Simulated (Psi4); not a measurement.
# C2H3FO (SMILES FC1CO1): HF/3-21G

Aim: the energy change on altering one bond length of C2H3FO at HF/3-21G, from 2 runs. 

Program for the calculation: Psi4 1.11.

1 further run of the same task is left out (set aside as unsound or not needed).

## 1. The system as given

The species is C2H3FO (7 atoms), meant as a singlet with charge 0. As SMILES, `FC1CO1`. Geometry: relaxed at PBE0-D4/def2-TZVP.

Bond lengths: F1–C2 1.351 Å, C2–C3 1.449 Å, C2–O4 1.374 Å, C3–O4 1.439 Å, C2–H5 1.087 Å, C3–H6 1.086 Å, C3–H7 1.086 Å. Some angles: F1–C2–C3 118.9°, F1–C2–O4 115.5°, C3–C2–O4 61.2°, C2–C3–O4 56.8°, C2–O4–C3 62.0°, F1–C2–H5 110.6°, C3–C2–H5 124.3°, O4–C2–H5 117.4°, C2–C3–H6 120.8°, C2–C3–H7 118.0°.

## 2. Energy and gradient at HF/3-21G

calc.in reads:

```
memory 1.6 GB

molecule {
  F
  C 1 r2
  C 2 r3 1 a3
  O 2 r4 1 a4 3 d4
  H 2 r5 1 a5 4 d5
  H 3 r6 4 a6 2 d6
  H 3 r7 6 a7 4 d7

  r2 = 1.351329
  r3 = 1.449328
  a3 = 118.94788
  r4 = 1.37411
  a4 = 115.48698
  d4 = 69.77685
  r5 = 1.086861
  a5 = 110.63135
  d5 = 136.43778
  r6 = 1.0861
  a6 = 115.35131
  d6 = -111.58285
  r7 = 1.085713
  a7 = 116.81313
  d7 = 139.01421
  symmetry c1
}

set reference rhf
set puream true
set e_convergence 1e-09
set d_convergence 1e-08
set scf_type pk

result, w = gradient('scf/3-21G', return_wfn=True)
oeprop(w, 'LOWDIN_CHARGES', 'QUADRUPOLE', 'MAYER_INDICES')
print_variables()
```

Launch:

```
$ psi4 -n 1 calc.in calc.out
```

calc.out:

```text
[...]
  Running in c1 symmetry.
[...]
  Nuclear repulsion =  124.094761068521549
[...]
  Multiplicity = 1
[...]
  Nalpha       = 16
  Nbeta        = 16
[...]
    Number of basis functions: 42
[...]
   @RHF iter   1:  -250.26125167004597   -4.34637e-01   8.26517e-03 ADIIS/DIIS
[...]
   @RHF iter  12:  -250.32226112122902   -6.25278e-13   4.24335e-09 DIIS
[...]
    Orbital Energies [Eh]
    ---------------------
    Doubly Occupied:
       1A    -26.171509     2A    -20.498291     3A    -11.333650
       4A    -11.252517     5A     -1.621594     6A     -1.470245
       7A     -0.955019     8A     -0.886506     9A     -0.770926
      10A     -0.720711    11A     -0.680167    12A     -0.629916
      13A     -0.606726    14A     -0.546115    15A     -0.480499
      16A     -0.459257
[...]
  @RHF Final Energy:  -250.32226112122902
   => Energetics <=
    Nuclear Repulsion Energy =            124.0947610685215494
    One-Electron Energy =                -590.6667456773529921
    Two-Electron Energy =                 216.2497234876024095
    Total Energy =                       -250.3222611212290190
[...]
  -Total Gradient:
     Atom            X                  Y                   Z
    ------   -----------------  -----------------  -----------------
       1        0.001563810980     0.001426847308     0.014567139556
       2        0.026511312636    -0.028697272521     0.000342835104
       3        0.027378745296     0.031122082921    -0.009807376864
       4       -0.047268189568    -0.007125710004    -0.011585228431
       5       -0.004759203536     0.014323631274     0.001669751693
       6       -0.003877433874    -0.001412422118     0.011237260336
       7        0.000450958067    -0.009637156861    -0.006424381394
[...]
 Multipole Moments:
 ------------------------------------------------------------------------------------
     Multipole            Electronic (a.u.)      Nuclear  (a.u.)        Total (a.u.)
 ------------------------------------------------------------------------------------
 L = 1.  Multiply by 2.5417464519 to convert [e a0] to [Debye]
 Dipole X            :          0.3375647           -1.3076113           -0.9700466
 Dipole Y            :          1.4981510           -1.7088454           -0.2106944
 Dipole Z            :         -2.9289160            3.5014170            0.5725009
 Magnitude           :                                                    1.1459231
 L = 2.  Multiply by 1.3450342976 to convert [e a0^2] to [Debye ang]
 Quadrupole XX       :        -50.4108717           32.0802358          -18.3306359
 Quadrupole XY       :          0.9858125           -1.0173548           -0.0315423
[...]
```

Run time: 1.4 s. Hardware: 1 thread of AMD EPYC 9R14 (Zen 4), shared host; peak memory 0.18 GiB.

## 3. The distorted shape

job.inp reads:

```
memory 1.6 GB

molecule geom {
  0 1
  F
  C 1 r2
  C 2 r3 1 a3
  O 2 r4 3 a4 1 d4
  H 2 r5 4 a5 3 d5
  H 3 r6 4 a6 2 d6
  H 3 r7 6 a7 4 d7

  r2 = 2.4324
  r3 = 1.449328
  a3 = 118.94787
  r4 = 1.37411
  a4 = 61.228
  d4 = -104.90849
  r5 = 1.086861
  a5 = 117.42183
  d5 = 116.11635
  r6 = 1.0861
  a6 = 115.35131
  d6 = -111.58285
  r7 = 1.085713
  a7 = 116.81313
  d7 = 139.01421
  symmetry c1
}

set {
  puream        true
  e_convergence 1e-09
  d_convergence 1e-08
  scf_type      pk
}

result, w = gradient('scf/3-21G', return_wfn=True)
oeprop(w, 'QUADRUPOLE', 'WIBERG_LOWDIN_INDICES', 'DIPOLE')
print_variables()
```

Launch:

```
$ psi4 -i job.inp -o job.out -n 1
```

job.out:

```text
[...]
  Running in c1 symmetry.
[...]
  Nuclear repulsion =  104.936901509730106
[...]
  Multiplicity = 1
[...]
  Nalpha       = 16
  Nbeta        = 16
[...]
    Number of basis functions: 42
[...]
   @RHF iter   1:  -249.91996460120833   -8.20506e-01   1.39143e-02 ADIIS/DIIS
[...]
   @RHF iter  16:  -250.11096436417071   -9.37916e-13   4.79190e-09 DIIS
[...]
    Orbital Energies [Eh]
    ---------------------
    Doubly Occupied:
       1A    -26.013034     2A    -20.577393     3A    -11.395241
       4A    -11.310431     5A     -1.542736     6A     -1.354603
       7A     -0.999710     8A     -0.914313     9A     -0.770877
      10A     -0.711056    11A     -0.631069    12A     -0.549721
      13A     -0.532998    14A     -0.477632    15A     -0.477243
      16A     -0.381568
[...]
  @RHF Final Energy:  -250.11096436417071
   => Energetics <=
    Nuclear Repulsion Energy =            104.9369015097301059
    One-Electron Energy =                -552.8164807569958157
    Two-Electron Energy =                 197.7686148830950117
    Total Energy =                       -250.1109643641707123
[...]
  -Total Gradient:
     Atom            X                  Y                   Z
    ------   -----------------  -----------------  -----------------
       1        0.000043362369     0.000353958912    -0.096626097150
       2       -0.000151641304    -0.009024576780     0.031966287498
       3        0.030495938179     0.045745767037     0.008393489229
       4       -0.024747143356    -0.024980986418     0.019782052040
       5       -0.003958463735     0.001914732062     0.031904393882
       6       -0.001002189694    -0.003632304600     0.011961024629
       7       -0.000679862459    -0.010376590212    -0.007381150127
[...]
 Multipole Moments:
 ------------------------------------------------------------------------------------
     Multipole            Electronic (a.u.)      Nuclear  (a.u.)        Total (a.u.)
 ------------------------------------------------------------------------------------
 L = 1.  Multiply by 2.5417464519 to convert [e a0] to [Debye]
 Dipole X            :          0.4316201           -1.3076111           -0.8759909
 Dipole Y            :          1.2739729           -1.7088455           -0.4348726
 Dipole Z            :         -2.9642778            5.1418317            2.1775539
 Magnitude           :                                                    2.3870935
 L = 2.  Multiply by 1.3450342976 to convert [e a0^2] to [Debye ang]
 Quadrupole XX       :        -50.0684585           32.0802367          -17.9882218
 Quadrupole XY       :          0.9092291           -1.0173586           -0.1081295
[...]
```

Wall time 1.4 s (1 thread of AMD EPYC 9R14 (Zen 4), shared host); peak memory 0.18 GiB.

## 4. Results

At HF/3-21G:

| quantity | value |
| --- | --- |
| first shape: total energy | -250.32226 Eh |
| first shape: dipole moment | 2.91 D |
| first shape: HOMO energy | -12.50 eV |
| first shape: LUMO energy | 7.40 eV |
| first shape: HOMO–LUMO gap | 19.89 eV |
| first shape: largest force on an atom | 2.529 eV/Å |
| distorted shape: total energy | -250.11096 Eh |
| distorted shape: dipole moment | 6.07 D |
| distorted shape: HOMO energy | -10.38 eV |
| distorted shape: LUMO energy | 0.09 eV |
| distorted shape: HOMO–LUMO gap | 10.47 eV |
| distorted shape: largest force on an atom | 4.969 eV/Å |
| energy change with the F1–C2 bond stretched from 1.351 to 2.432 Å | 5.750 eV |

One bond (distorted shape) is far stretched, which a spin-restricted single reference describes badly; a broken-symmetry solution may lie lower. With the F1–C2 bond stretched from 1.351 to 2.432 Å the energy rises by 5.75 eV (555 kJ/mol). The first shape isn't relaxed at this level, so the change isn't measured from a minimum. A restricted reference can't describe the breaking bond well at this length. The largest force (first shape) is 2.53 eV/Å: the shape isn't a stationary point for this species at this level.
